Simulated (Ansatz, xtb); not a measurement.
## Two isomers of C2H3O−

We compare a, `C[C-]=O`, a singlet, with b, `C=[C-]O`, a singlet. Both are isolated ions in the gas phase, relaxed with r2SCAN-D4/def2-SVPD; the shapes shown needn't be the lowest conformers.

a (Å):

| atom | x (Å) | y (Å) | z (Å) |
| --- | --- | --- | --- |
| C | -0.9272 | 0.1304 | -0.1421 |
| C | 0.2620 | -0.2689 | 0.8058 |
| O | -0.5527 | 0.4149 | -1.2919 |
| H | 1.2603 | -0.2373 | 0.3029 |
| H | 0.0713 | -1.2836 | 1.2034 |
| H | 0.2585 | 0.4084 | 1.6808 |

b (Å):

```tsv
atom	x (Å)	y (Å)	z (Å)
C	0.5546	0.5849	1.9005
C	0.9618	-0.3450	0.9960
O	-0.0802	-1.1090	0.4538
H	-0.5313	0.7026	2.1656
H	1.2543	1.2563	2.4090
H	-0.9383	-0.8125	0.8486
```

Quicker runs give these differences E(b) − E(a): GFN2-xTB +44.3 kJ/mol; HF/STO-3G +54.8 kJ/mol (at GFN2-xTB geometries); r2SCAN-D4/def2-SVPD//GFN2-xTB +51.7 kJ/mol.

Estimate E(b) − E(a) at the level CCSD(T)/def2-TZVPPD.

Calculated at CCSD(T)/def2-TZVPPD: E(b) − E(a) = +56.8 kJ/mol, so structure a lies lower.

How the difference moves with the method:

```
                        level             geometry  E(b) − E(a) (kJ/mol)  departure from the last row (kJ/mol)  job, with rough time for the two
                     GFN2-xTB             GFN2-xTB                   +44.3                                 −12.6              optimisation, 0.18 s
                    HF/STO-3G             GFN2-xTB                   +54.8                                  −2.1              single point, 0.16 s
r2SCAN-D4/def2-SVPD//GFN2-xTB             GFN2-xTB                   +51.7                                  −5.1               single point, 1.8 s
          r2SCAN-D4/def2-SVPD  r2SCAN-D4/def2-SVPD                   +52.9                                  −3.9                optimisation, 11 s
               HF/def2-TZVPPD  r2SCAN-D4/def2-SVPD                   +65.3                                  +8.5           part of the CCSD(T) run
              MP2/def2-TZVPPD  r2SCAN-D4/def2-SVPD                   +55.5                                  −1.3           part of the CCSD(T) run
          CCSD(T)/def2-TZVPPD  r2SCAN-D4/def2-SVPD                   +56.8                                                      single point, 35 s
```

As drawn, b has 1 C=C, 1 C–O, 1 O–H in place of 1 C–C, 1 C=O, 1 C–H.

The levels shown agree on the order. The largest departure from CCSD(T)/def2-TZVPPD is that of GFN2-xTB, 12.6 kJ/mol.

With harmonic frequencies from r2SCAN-D4/def2-SVPD (ideal gas, rigid rotor, one conformer each, 298.15 K, 1 atm): on the last row, ΔE + ΔZPE = +57.3, ΔH = +56.1, ΔG = +59.5 kJ/mol.

The T1 diagnostic of structures a and b is large, so the coupled-cluster value is less sure. The correlated steps freeze 3 core orbitals. Run with Ansatz 0.2.0, xtb 6.7.1; the last row on 2 threads of Intel(R) Xeon(R) Platinum 8259CL CPU @ 2.50GHz (Skylake/Cascade Lake) on a shared host.
